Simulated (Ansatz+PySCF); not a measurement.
Results of a calculation; reference values are marked as such.
Several solutions for singlet F₂ in separate pieces

```xyz
2

F     0.0000    0.0000   -2.0647
F     0.0000    0.0000    2.0647
```

Basis set: cc-pVDZ (spherical functions). Charge 0, multiplicity 1.

r²SCAN (unrestricted) was run from several starts with Ansatz (development build ahead of 0.2.0).

```tsv
run	program	start	converged	energy (hartree)	<S²>
A	Ansatz	stability test followed	yes	-199.37230	–
B	Ansatz	search for the lowest state	yes	-199.37230	–
C	Ansatz	atomic start, no search	yes	-199.25946	–
```

Q: Which runs reached the lowest solution of this kind, and what is wrong with the others?

A: A, B reached the lowest solution found. Converged but too high: C by 3.07 eV. Convergence only shows a stationary point, and even a stable one can lie too high; stability tests and further starts are what find lower ones. Caution: the unrestricted determinant is spin contaminated.
